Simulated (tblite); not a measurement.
Compound: C4H10N (charge +1).
SMILES with atom numbers: `[CH2:1]=[CH:2][CH2:3][NH2+:4][CH3:5]` (hydrogens: H6, H7 on C1; H8 on C2; H9, H10 on C3; H11, H12 on N4; H13, H14, H15 on C5)
Bond orders are those of one Lewis drawing.

Computed with GFN2-xTB (tblite), gas phase: Langevin dynamics at 400 K from the optimised GFN2-xTB geometry, time step 0.5 fs, friction 0.01 fs⁻¹, 2000 steps.

Start geometry:
```
atom  x, y, z in Å
C1      2.111    0.194    0.889
C2      1.692    0.072   -0.356
C3      0.271   -0.047   -0.824
N4     -0.714   -0.016    0.288
C5     -2.113   -0.130   -0.164
H6      3.162    0.272    1.102
H7      1.471    0.224    1.756
H8      2.403    0.050   -1.168
H9      0.145   -0.986   -1.372
H10     0.045    0.772   -1.512
H11    -0.584    0.864    0.805
H12    -0.491   -0.783    0.934
H13    -2.256   -1.068   -0.697
H14    -2.793   -0.101    0.685
H15    -2.355    0.692   -0.835
```

The statistics below take the 31 frames saved every 25 fs from 250 to 1000 fs; their kinetic temperature (all 3N coordinates) averages 480 K.

**Question.** How do the bond lengths spread?

**Answer.** 
| bond | start (Å) | mean (Å) | standard deviation (Å) | shortest (Å) | longest (Å) |
| --- | --- | --- | --- | --- | --- |
| C1=C2 | 1.319 | 1.323 | 0.021 | 1.290 | 1.375 |
| C2–C3 | 1.501 | 1.514 | 0.040 | 1.442 | 1.596 |
| C3–N4 | 1.486 | 1.502 | 0.038 | 1.399 | 1.566 |
| N4–C5 | 1.475 | 1.490 | 0.047 | 1.406 | 1.602 |
| C1–H6 | 1.075 | 1.084 | 0.029 | 1.022 | 1.145 |
| C1–H7 | 1.078 | 1.086 | 0.036 | 0.998 | 1.163 |
| C2–H8 | 1.080 | 1.086 | 0.035 | 1.022 | 1.159 |
| C3–H9 | 1.094 | 1.095 | 0.036 | 1.014 | 1.166 |
| C3–H10 | 1.094 | 1.097 | 0.028 | 1.048 | 1.150 |
| N4–H11 | 1.028 | 1.034 | 0.024 | 0.995 | 1.095 |
| N4–H12 | 1.028 | 1.033 | 0.030 | 0.970 | 1.087 |
| C5–H13 | 1.088 | 1.097 | 0.041 | 1.021 | 1.185 |
| C5–H14 | 1.088 | 1.097 | 0.047 | 1.010 | 1.200 |
| C5–H15 | 1.088 | 1.093 | 0.034 | 1.030 | 1.176 |

**Question.** Give the same statistics for bond angles, one of each kind.

**Answer.** 
| angle | start (°) | mean (°) | standard deviation (°) | smallest (°) | largest (°) |
| --- | --- | --- | --- | --- | --- |
| C2–C1–H6 | 120.3 | 121.8 | 4.9 | 112.5 | 131.2 |
| C2–C1–H7 | 124.9 | 123.7 | 6.0 | 106.4 | 131.4 |
| H6–C1–H7 | 114.7 | 113.8 | 3.7 | 106.7 | 124.0 |
| C1–C2–C3 | 127.1 | 124.6 | 6.3 | 111.2 | 140.5 |
| C1–C2–H8 | 120.2 | 119.0 | 5.2 | 111.9 | 133.4 |
| C3–C2–H8 | 112.8 | 115.5 | 4.7 | 105.6 | 124.6 |
| C2–C3–N4 | 113.1 | 111.2 | 4.7 | 103.3 | 124.5 |
| C2–C3–H9 | 109.5 | 109.9 | 6.1 | 97.9 | 122.5 |
| N4–C3–H9 | 108.5 | 108.7 | 6.1 | 100.2 | 120.5 |
| H9–C3–H10 | 107.7 | 107.7 | 3.0 | 102.8 | 113.8 |
| C3–N4–C5 | 113.5 | 113.9 | 3.8 | 106.7 | 121.5 |
| C3–N4–H11 | 108.1 | 106.8 | 5.6 | 94.9 | 116.1 |
| C5–N4–H11 | 109.9 | 109.6 | 5.6 | 93.9 | 119.2 |
| H11–N4–H12 | 107.1 | 108.1 | 7.2 | 94.2 | 119.5 |

**Question.** How far does each atom move about its mean position (frames aligned on the start, all atoms weighted alike), and what rms force does it feel?

**Answer.** 
```csv
atom,rms displacement (Å),rms force (eV/Å)
C1,0.36,2.33
C2,0.32,2.16
C3,0.20,2.28
N4,0.20,2.29
C5,0.15,2.70
H6,0.32,1.03
H7,1.08,1.28
H8,1.00,1.23
H9,0.30,1.30
H10,0.39,1.00
H11,0.38,1.11
H12,0.38,1.31
H13,0.39,1.38
H14,0.39,1.64
H15,0.38,1.26
```

The displacements run from 0.15 to 1.08 Å, the largest at H7.

**Question.** Follow the torsions C1–C2–C3–N4 and C2–C3–N4–C5 through every second one of these frames.

**Answer.** 
```tsv
t (fs)	C1–C2–C3–N4 (°)	C2–C3–N4–C5 (°)
250	12	-175
300	-2	-178
350	-22	176
400	-41	167
450	-64	171
500	-74	171
550	-91	173
600	-109	-179
650	-128	-164
700	-160	-174
750	-155	170
800	-128	173
850	-81	180
900	-48	162
950	-27	157
1000	24	147
```

Largest departure from the start value over all these frames: C1–C2–C3–N4 160° (start 0°), C2–C3–N4–C5 33° (start 180°).

**Question.** How widely does the potential energy scatter, against a harmonic estimate?

**Answer.** Mean 0.80 eV above the start, standard deviation 0.152 eV, range 0.46 to 1.09 eV. For 39 classical harmonic modes at 400 K the canonical values are 39kT/2 = 0.67 eV and kT·√(39/2) = 0.152 eV.

The run is classical and short, so these are rough statistics of one trajectory.

What follows is the cost of the whole dynamics run. Time: 7.9 s of wall time; peak memory 0.18 GiB. Hardware: one thread, Intel Xeon Platinum 8375C at 2.90 GHz (x86_64), shared host with 96 logical CPUs at a one-minute load of 43.
